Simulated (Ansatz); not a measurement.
# C2NF3 (singlet): B2PLYP, PBE-QIDH, RKS PBE0, RPA-PBE over a series of basis sets

One table from this session's results is given with a row withheld; the runs are named, their logs left out.

Method: all electrons in the functionals, frozen cores in the correlation of double hybrids and RPA; program: Ansatz 0.2.0, Gaussian basis.

To be run: B2PLYP, PBE-QIDH, RKS PBE0, RPA-PBE, at STO-3G; 6-31G; cc-pVDZ; 6-31G*; cc-pVTZ; cc-pVQZ (not every functional at every point).

19 further runs of the same task are left out: 2 that didn't finish, 17 set aside as unsound or not needed.

## What is computed

The geometry is an MP2(full)/6-31G* stationary point (not a proven minimum).

6 atoms, charge 0, spin multiplicity 1.

Atoms are counted from 1 here; the program's logs count them from 0.

Bond lengths: C1–C2 1.477 Å, C1–F3 1.339 Å, C1–F4 1.339 Å, C1–F5 1.339 Å, C2–N6 1.179 Å. Angles: C2–C1–F3 110.1°, C2–C1–F4 110.1°, C2–C1–F5 110.1°, F3–C1–F4 108.8°, F3–C1–F5 108.8°, F4–C1–F5 108.8°, C1–C2–N6 180.0°.

No dispersion term is added.

The first run:

Contents of in.yaml:

```yaml
crystal:
  periodic: [false, false, false]
  atoms:
    - {symbol: C, position_ang: [0.000000, 0.000000, -0.301793]}
    - {symbol: C, position_ang: [0.000000, 0.000000, 1.175387]}
    - {symbol: F, position_ang: [0.000000, 1.257579, -0.762668]}
    - {symbol: F, position_ang: [1.089096, -0.628790, -0.762668]}
    - {symbol: F, position_ang: [-1.089096, -0.628790, -0.762668]}
    - {symbol: N, position_ang: [0.000000, 0.000000, 2.354298]}
basis:
  gaussian: {orbitals: STO-3G}
magnetization: {spin_polarized: true, initial_magnetization: 0}
hamiltonian: {xc: {name: B2PLYP}}
correlation: {electrons: outside_noble_gas}
```

Run with:

```console
ansatz run in.yaml --threads 1 --pin off --events-out ev --progress --plain --max-ram 2624MiB --backend cpu
```

Steps of the session up to this table: B2PLYP, STO-3G; B2PLYP, 6-31G; B2PLYP, cc-pVDZ; B2PLYP, 6-31G*; B2PLYP, cc-pVTZ; B2PLYP, cc-pVQZ; PBE-QIDH, cc-pVTZ; PBE-QIDH, cc-pVQZ; RKS PBE0, STO-3G; RKS PBE0, 6-31G; RKS PBE0, 6-31G*; RKS PBE0, cc-pVTZ; RKS PBE0, cc-pVQZ; RPA-PBE, STO-3G; RPA-PBE, 6-31G; RPA-PBE, cc-pVDZ; RPA-PBE, 6-31G*; RPA-PBE, cc-pVTZ; RPA-PBE, cc-pVQZ.

One table of the session follows, with a row left open; its other results are not shown here.

It belongs to the step «The comparison». Atomisation energies, with free atoms from separate runs at the same level and basis (kJ/mol); wave-function rows come from earlier runs:

```
   level   6-31G  cc-pVDZ  cc-pVTZ  cc-pVQZ
  B2PLYP       ?        ?        ?        ?
PBE-QIDH                    2651.3   2670.8
 RPA-PBE  1824.3   2225.6   2394.8   2438.1
     RHF  1279.9   1590.9   1657.7   1660.5
     UHF  1281.2   1590.9   1657.7   1660.6
RCCSD(T)  2099.8   2415.4   2583.6   2635.0
```

Q: Estimate the row for B2PLYP from the others.

The run gave: 6-31G: 2311.1; cc-pVDZ: 2587.1; cc-pVTZ: 2663.9; cc-pVQZ: 2678.4.

Caveats from the session: Core correlation, relativity and spin-orbit terms are not in the calculated values.
